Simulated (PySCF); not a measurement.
CH5Al.
Z-matrix (Å and degrees, PBE0-D3(BJ)/def2-SVP geometry), rows numbered from 1:
```
C 
Al  1  1.9558
H   1  1.1033  2  111.55
H   1  1.1051  2  109.69  3  -116.98
H   1  1.1008  2  113.62  3   122.75
H   2  1.5936  1  119.78  3    49.69
H   2  1.5932  1  121.55  3  -131.63
```

All values: CAM-B3LYP/def2-SVPD (PySCF, non-relativistic), on one gas-phase PBE0-D3(BJ)/def2-SVP geometry that isn't relaxed in the solvent. The solvent is an IEF-PCM continuum (van der Waals radii × 1.2), and excitations are vertical TDDFT with non-equilibrium linear response and a frozen core. Specific hydrogen bonds and non-electrostatic terms are outside this model.

Gas-phase singlets (H = HOMO, L = LUMO):

| state | E (eV) | λ (nm) | f | leading configurations |
| --- | --- | --- | --- | --- |
| S1 | 5.400 | 230 | 0.003 | H→L 99% |
| S2 | 5.477 | 226 | 0.000 | H-1→L 99% |
| S3 | 7.390 | 168 | 0.119 | H→L+1 89%, H→L+2 8% |
| S4 | 7.744 | 160 | 0.015 | H-1→L+1 82%, H-1→L+2 9% |
| S5 | 8.208 | 151 | 0.100 | H-1→L+2 76%, H-1→L+1 11% |

Q: What are the lowest 5 singlets in benzene (ε = 2.271)?

A: 
```csv
state,E (eV),λ (nm),f,leading configurations,change by rank (eV)
S1,5.497,226,0.004,H→L 99%,+0.097
S2,5.613,221,0.000,H-1→L 99%,+0.136
S3,7.384,168,0.192,"H→L+1 84%, H→L+2 14%",-0.006
S4,7.812,159,0.036,"H-1→L+1 72%, H-1→L+2 13%",+0.068
S5,8.128,153,0.262,"H-1→L+2 73%, H-1→L+1 11%",-0.080
```

Q: How does the list change in dichloromethane (ε = 8.93)?

A: 
```
state  E (eV)  λ (nm)      f                 leading configurations  change by rank (eV)
   S1   5.629     220  0.003                                H→L 99%               +0.229
   S2   5.819     213  0.000                              H-1→L 99%               +0.342
   S3   7.433     167  0.190                   H→L+1 81%, H→L+2 16%               +0.043
   S4   7.911     157  0.056  H-1→L+1 67%, H-1→L+2 14%, H-1→L+3 10%               +0.167
   S5   8.152     152  0.243               H-1→L+2 67%, H-1→L+1 13%               -0.056
```

Q: The ground-state energy changes by -0.149 eV from gas to dichloromethane. By how much does the total energy of gas-phase S1 change?

A: E(S1) = E(S0) + excitation energy, so it changes by -0.149 + 0.229 = +0.080 eV: it isn't lowered at all, while the ground state is. This is the vertical state, with the slow part of the continuum still set for S0.

Q: How do the frontier levels move from gas to dichloromethane?

A: 
```json
{"orbital": "LUMO+2", "gas (eV)": "1.63", "solvent (eV)": "1.71", "change (eV)": "+0.08"}
{"orbital": "LUMO+1", "gas (eV)": "0.81", "solvent (eV)": "1.06", "change (eV)": "+0.25"}
{"orbital": "LUMO", "gas (eV)": "-0.37", "solvent (eV)": "0.07", "change (eV)": "+0.44"}
{"orbital": "HOMO", "gas (eV)": "-9.50", "solvent (eV)": "-9.32", "change (eV)": "+0.18"}
{"orbital": "HOMO-1", "gas (eV)": "-9.66", "solvent (eV)": "-9.63", "change (eV)": "+0.03"}
{"orbital": "HOMO-2", "gas (eV)": "-12.46", "solvent (eV)": "-12.19", "change (eV)": "+0.27"}
{"orbital": "HOMO-3", "gas (eV)": "-12.56", "solvent (eV)": "-12.32", "change (eV)": "+0.24"}
```

The HOMO–LUMO gap goes from 9.13 to 9.39 eV.
